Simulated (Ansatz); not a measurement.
Born–Oppenheimer molecular dynamics of H2 + H2O (5 atoms, charge 0, multiplicity 1). It starts from a relaxed structure.

Level of theory: Ansatz 0.2.0, UKS B3LYP-D4/cc-pVDZ.

* ensemble: NVE (velocity Verlet)
* time step: 0.5 fs
* steps asked: 400
* starting velocities drawn for: 200 K
* seed: 755934

First frame:

```xyz
5
Properties=species:S:1:pos:R:3
O -0.315 -0.080 -1.091
H 0.428 -0.702 -1.069
H 0.128 0.782 -1.109
H -0.194 -0.018 1.260
H -0.047 0.018 2.009
```

Q: How far do the bonds stretch over the last three quarters of this one trajectory? (Pairs bonded in most of those frames.)

A: 
```
 bond  mean (Å)  spread (Å)  shortest  longest
O1–H2     0.970       0.004      0.96     0.98
O1–H3     0.969       0.003      0.96     0.97
H4–H5     0.765       0.014      0.74     0.79
```

Mean temperature of the second half: 100 K. The conserved energy stayed within 0.07 meV per atom of its start (net change 0.007 meV per atom), so the integration is sound. The temperature averaged 0.50 of the 200 K drawn at the start: a run that starts near a minimum puts about half its kinetic energy into the potential. A run of 0.2 ps of so small a system gives no equilibrium averages.

The run took 4.1 min on 1 thread of Arm Neoverse V1, on a shared host, peak memory 0.17 GiB.
